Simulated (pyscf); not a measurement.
# Hydrogen abstraction: HO–AsH₂ (SMILES O[AsH2]) + H• (SMILES [H]) -> •O–AsH₂ (SMILES [O][AsH2]) + H₂ (SMILES [H][H])

Gas phase, doublet surface, charge 0. Bonds broken: O2–H5. Bonds formed: H5–H6. Single points on ωB97X-D3(BJ)/def2-SVP structures (PySCF, gas phase).

Transition state (Å):

```xyz
6

As     0.8645     0.0686    -1.2958
O     -0.8167     0.2030    -0.7353
H      1.4638     1.3274    -0.6755
H      1.4440    -0.8404    -0.2156
H     -0.9462     0.4556     0.4516
H     -0.8609     0.6417     1.3347
```

One imaginary mode, 1622i cm⁻¹; descent along it reached the two sides named.

```json
[
 {"bond": "O2–H5", "change": "breaks", "reactant side (Å)": "0.965", "saddle": "1.220", "product side": "2.455"},
 {"bond": "H5–H6", "change": "forms", "reactant side (Å)": "2.6", "saddle": "0.907", "product side": "0.762"}
]
```

Electronic energies relative to the separated reactants (kcal/mol):

```json
[
 {"level": "ωB97X-D3(BJ)/def2-TZVP", "barrier": "11.8", "reaction energy": "-2.0", "reverse barrier": "13.8"},
 {"level": "PBE/def2-TZVP", "barrier": "3.0", "reaction energy": "-6.0", "reverse barrier": "9.1"},
 {"level": "r²SCAN/def2-TZVP", "barrier": "3.3", "reaction energy": "-7.1", "reverse barrier": "10.4"},
 {"level": "B3LYP-D3(BJ)/def2-TZVP", "barrier": "4.4", "reaction energy": "-6.7", "reverse barrier": "11.1"},
 {"level": "PBE0-D3(BJ)/def2-TZVP", "barrier": "8.6", "reaction energy": "-1.7", "reverse barrier": "10.4"},
 {"level": "M06-2X/def2-TZVP", "barrier": "13.6", "reaction energy": "+0.1", "reverse barrier": "13.5"},
 {"level": "ωB97M-D3(BJ)/def2-TZVP", "barrier": "12.1", "reaction energy": "-1.0", "reverse barrier": "13.1"},
 {"level": "HF/def2-TZVP", "barrier": "24.5", "reaction energy": "-0.4", "reverse barrier": "24.9"}
]
```

With ωB97M-D3(BJ)/def2-TZVP energies and thermal terms (ideal gas, 1 atm, RRHO with modes under 100 cm⁻¹ raised to 100, one conformer, R ln 2 for chiral ones without a mode under 150 cm⁻¹), in kcal/mol:

| T (K) | ΔH‡ | ΔG‡ | ΔH | ΔG |
|---|---|---|---|---|
| 298 | 9.6 | 16.4 | -2.1 | -3.2 |
| 600 | 9.1 | 23.5 | -2.2 | -4.3 |
| 900 | 9.0 | 30.8 | -2.6 | -5.3 |
| 1200 | 8.9 | 38.1 | -3.1 | -6.2 |

•O–AsH₂ lies 33.4 kcal/mol over its isomer HO–AsH• (electronic energy, ωB97M-D3(BJ)/def2-TZVP). One saddle was located; it need not be the lowest between these sides. The angle at the transferred H is 169°. Elements up to Kr have no core potential and no relativistic terms here.
